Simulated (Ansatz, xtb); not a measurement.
# Ranking isomers of H2NOS

6 gas-phase structures of H2NOS, found in a search over its isomers (lower ones may exist). Each was relaxed with GFN2-xTB; where two conformers were screened, the lower at r2SCAN-D4/def2-SVP is listed:

A. a doublet given by its coordinates
B. `NO[S]`, a doublet
C. `[NH][SH]=O`, a doublet
D. `ON[S]`, a doublet
E. `[NH]SO`, a doublet
F. `O[N]S`, a doublet

A (Å):

```xyz
5

N     0.0790   -1.1218    1.9237
O    -1.8989    0.4257    2.2146
S    -0.4423    0.4471    2.3357
H    -0.5971   -1.8481    2.1129
H     1.0095   -1.3489    2.2364
```

Close contacts (Å): N1–S3 1.70, O2–S3 1.46, N1–H4 1.01, N1–H5 1.01.

Question: Which do you expect lowest at r2SCAN-D4/def2-SVP, and how would the others follow?

Answer: Calculated order at r2SCAN-D4/def2-SVP: A (0.0), E (53.4), D (83.3), F (155.7), B (156.4), C (180.2) kJ/mol. Less than 1 kcal/mol parts F and B, so the order within that pair means little.

Energies above the lowest of each column, in kJ/mol; the last columns are at B3LYP-D3(BJ)/def2-SVP geometries and were run for some of them only (a dash: not run or not comparable):

```csv
structure,GFN2-xTB,HF/STO-3G,r2SCAN-D4/def2-SVP,B3LYP-D3(BJ)/def2-SVP,CCSD(T)/def2-TZVP
A,0.0,43.8,0.0,0.0,0.0
E,43.2,39.3,53.4,64.7,70.3
D,114.5,0.0,83.3,91.3,–
F,154.1,1.2,155.7,–,–
B,160.1,17.1,156.4,–,–
C,164.0,529.3,180.2,–,–
```

CCSD(T)/def2-TZVP puts A lowest of those it was run on; HF/STO-3G picks D. Some further structures that were screened fall inside this span and aren't listed. Flexible structures stand in one conformer each, not always the lowest. Frequencies (B3LYP-D3(BJ)/def2-SVP) were run for A, E alone. Open shells are spin-unrestricted.

Over these structures GFN2-xTB departs from r2SCAN-D4/def2-SVP by 10.9 kJ/mol on average once a common shift is removed. A GFN2-xTB relaxation took about 0.065 s and the r2SCAN-D4/def2-SVP energy about 3.3 s on a shared host (Ansatz 0.2.0, xtb 6.7.1).
